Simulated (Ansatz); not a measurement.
Predict the output of the script below (Ansatz's Python interface).

Script `methods_n2o.py`:
```python
from pathlib import Path
import warnings

import ansatz as az
import numpy as np

warnings.simplefilter("ignore", az.DeckWarning)

geometry_ang = [
    ("N", [-0.50432, 0.98687, -0.16552]),
    ("N", [-0.00666, 0.01309, -0.00218]),
    ("O", [0.51098, -0.99995, 0.16769]),
]
molecule = az.Crystal.molecule()
for symbol, xyz in geometry_ang:
    molecule = molecule.atom(symbol, xyz)

base = molecule.calculation().basis(gaussian="def2-SVP")

print("functional    E (Ha)        dipole (D)   HOMO (eV)  LUMO (eV)")
for name in ["r2scan0", "b3lyp", "lda", "cam_b3lyp", "pbe0", "pbe"]:
    r = base.functional(name).forces().orbitals().run(threads=1, runs_dir="runs").report
    lines = Path(r["orbitals_path"]).read_text().splitlines()
    field_of = lambda key: [line.split("=")[1].strip() for line in lines if line.startswith(key)]
    orbitals = [(27.211386 * float(e), s, float(n)) for e, s, n in zip(field_of("Ene="), field_of("Spin="), field_of("Occup="))]
    homo = max(e for e, _, n in orbitals if n > 0.5)
    lumo = min(e for e, _, n in orbitals if n < 0.5)
    dipole = 4.803205 * np.linalg.norm(r["charge_distribution"]["dipole_moment_e_ang"])
    print(f"{name:10s} {r['free_energy_ev'] / 27.211386246:14.6f} {dipole:9.3f} {homo:11.3f} {lumo:10.3f}")
```

```console
$ python methods_n2o.py
functional    E (Ha)        dipole (D)   HOMO (eV)  LUMO (eV)
r2scan0       -184.389449     0.055     -10.022      0.313
b3lyp         -184.518320     0.119      -9.385     -0.005
lda           -183.136239     0.299      -8.366     -1.067
cam_b3lyp     -184.447126     0.037     -11.020      1.541
pbe0          -184.324437     0.099      -9.711      0.265
pbe           -184.345864     0.299      -8.142     -0.795
```

Total energies depend on the basis set; only differences at equal settings carry meaning. The geometry is a force-field or estimated start, not a minimum of this method, and the basis set is short of its limit. A lower total doesn't mark the better method: functionals have no common bound, and MP2 and coupled cluster aren't variational. b3lyp holds the VWN-RPA fit, as in Gaussian; the form of ORCA and Turbomole is b3lyp5. Levels such as HOMO and LUMO are orbital energies: with these approximate functionals they aren't the ionisation energy and electron affinity, and their gap isn't the fundamental gap. Hardware and time: 3.6 s on 1 thread of Arm Neoverse V2 (shared host), peak memory 0.16 GiB.

(Lines on the test bed's own set-up are left out of the output.)
